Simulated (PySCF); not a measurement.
Stationary points of ClH₆

All numbers come from PBE0/[Cl def2-TZVP, H def2-TZVP], no relativity, density fitting, PySCF.

Relaxations began from a few typed shapes; open shells are unrestricted. The search is not exhaustive: other isomers or separated fragments can lie lower, and high-lying points may rest on an excited occupation.

| spin | group | bonds | angles | imaginary modes (cm⁻¹) | ΔE (kJ/mol) | ΔE with ZPE (kJ/mol) |
| --- | --- | --- | --- | --- | --- | --- |
| doublet | Oh | Cl–H 1.465 Å (×6) | H–Cl–H 90.0° (×12), H–Cl–H 180.0° (×3) | none | 0.0 | 0.0 |
| doublet | D3h | Cl–H 1.512 Å (×6) | H–Cl–H 76.1° (×6), H–Cl–H 89.3° (×3), H–Cl–H 138.3° (×6) | 1190i, 800i, 800i | 231.8 | – |

The lowest minimum found is the doublet Oh: Cl–H 1.465 Å (×6); H–Cl–H 90.0° (×12), H–Cl–H 180.0° (×3).
